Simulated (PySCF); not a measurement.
**The bond of O₂−, level by level**

Aim: find the lowest electronic state of O₂−, scan its bond at several levels of theory, and get bond length, wavenumber and dissociation energy from each curve.

Method: O aug-pcseg-1, no relativity; program: PySCF 2.14.0.

1 further run of the same task is left out (set aside as unsound or not needed).

### Step 1. Set-up

Settings of the job:

* atoms: O, O
* charge: -1
* basis: O aug-pcseg-1
* Hamiltonian: no relativity
* basis functions: 46
* electrons treated: 17
* masses in u: 15.9949, 15.9949
* levels: PBE0, PBE, r²SCAN, PBEsol, B2PLYP, TPSS, MP2, SCS-MP2, CCSD, CCSD(T)
* grid: 80 radial by 434 angular points
* occupations: held fixed by the projection of orbital angular momentum
* dissociation limit: O + O−, each in its ground configuration
* starting distance in angstrom: 1.300
* values of 2S to try: 1, 3

Run with:

```sh
OMP_NUM_THREADS=1 python dia.py task.json out
```

After this run come: PBE0 along the bond; Excited determinants; PBE; r²SCAN; PBEsol; B2PLYP (double hybrid); TPSS (meta-GGA); MP2 and coupled cluster.

Before running it: what results should come out? Wanted: for each run, Re; ωe; De.

As calculated:

Lowest PBE0 solution found, without spin–orbit coupling: doublet, unpaired electrons π ↑.

```csv
level,Re (Å),ωe (cm⁻¹),De (eV)
UHF-MP2,1.373,1033,4.08
UHF-SCS-MP2,1.367,1055,3.78
UHF-CCSD,1.352,1137,3.47
UHF-CCSD(T),1.369,1060,3.66
PBE,1.358,1098,4.83
PBEsol,1.345,1139,5.27
TPSS,1.366,1084,4.39
r²SCAN,1.348,1146,4.28
PBE0,1.326,1227,4.19
B2PLYP,1.361,1074,4.06
```

De is counted to O + O− in their ground configurations.

Differences from CCSD(T) in the same basis:

```csv
level,Re (mÅ),ωe (%)
UHF-MP2,+4,-2.5
UHF-SCS-MP2,-2,-0.5
UHF-CCSD,-16,+7.2
PBE,-11,+3.5
PBEsol,-23,+7.4
TPSS,-3,+2.2
r²SCAN,-21,+8.1
PBE0,-43,+15.7
B2PLYP,-8,+1.3
```

In words: Against CCSD(T) in the same basis, the bond length is nearest at UHF-SCS-MP2 (-2 mÅ) and farthest at PBE0 (-43 mÅ); the wavenumber is nearest at UHF-SCS-MP2 (-0.5 %) and farthest at PBE0 (+15.7 %). CCSD(T) in a basis this small is itself some way from its limit, more so than the functionals. Of the levels with a De here, UHF-CCSD gives the least (3.47 eV) and PBEsol the most (5.27 eV).

Correlated steps freeze 2 core orbitals. B2PLYP dipoles, levels and charges come from its SCF part alone. With some functionals the highest level of the anion is positive, from self-interaction error or because the anion is truly unbound there; the finite basis then holds the extra electron, and no neutral molecule was run to test the binding.
